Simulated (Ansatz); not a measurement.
Relaxation of Al₂H₅S (8 atoms, charge 1, multiplicity 1), to a largest force component of 0.02 eV/Å in at most 50 steps.

Level of theory: Ansatz 0.2.0, RKS PBE0-D4/def2-SVP.

```xyz
8
Properties=species:S:1:pos:R:3
Al -1.572 1.312 -1.057
S -0.055 -0.094 -0.058
Al 1.326 -1.639 0.929
H -2.802 0.728 -1.737
H -1.055 2.731 -0.863
H -2.791 1.930 -1.767
H 2.455 -0.863 1.595
H 0.999 -3.121 0.817
```

Problem. Where does it end, and by what steps?

Solution. The forces met the threshold. Limits of this set-up: the dipole of an ion depends on the origin. After 26 steps the energy has fallen by 4.270 eV; H7 moved furthest, 1.94 Å. Parted: Al1–H4, Al1–H6. Joined: Al1–Al3, Al1–H7, H4–H6.

```
step  energy less start (eV)  largest force component (eV/Å)  accepted
   0                  0.0000                           6.880       yes
   1                 -2.1654                           4.483       yes
   2                 -2.5313                           6.887       yes
   3                 -3.2390                           0.746       yes
   4                 -3.4297                           0.532       yes
   5                 -3.5642                           0.357       yes
   6                 -3.6534                           0.341       yes
   7                 -3.7305                           0.313       yes
   8                 -3.7925                           0.177       yes
   9                 -3.8412                           0.264       yes
  10                 -3.8728                           0.173       yes
  11                 -3.8820                           0.294       yes
  12                 -3.8804                           0.624        no
  13                 -3.9092                           0.147       yes
  14                 -3.9192                           0.053       yes
  15                 -3.9273                           0.090       yes
  16                 -3.9406                           0.150       yes
  17                 -3.9652                           0.249       yes
  18                 -4.0214                           0.348       yes
  19                 -4.1115                           0.428       yes
  20                 -4.1924                           0.728       yes
  21                 -4.2502                           0.248       yes
  22                 -4.2598                           0.186       yes
  23                 -4.2649                           0.151       yes
  24                 -4.2686                           0.047       yes
  25                 -4.2697                           0.023       yes
  26                 -4.2702                           0.010       yes
```

```xyz
8
Properties=species:S:1:pos:R:3
Al -0.312 0.784 -0.232
S -1.092 -1.201 -0.587
Al 0.725 -1.526 0.549
H -2.742 1.115 -1.740
H -0.301 2.336 -0.327
H -2.563 1.855 -1.678
H 1.092 0.168 0.669
H 1.698 -2.546 1.205
```

Time of the run: 50 s on 1 thread of AMD EPYC 9R14 (Zen 4), on a shared host, peak memory 0.25 GiB.
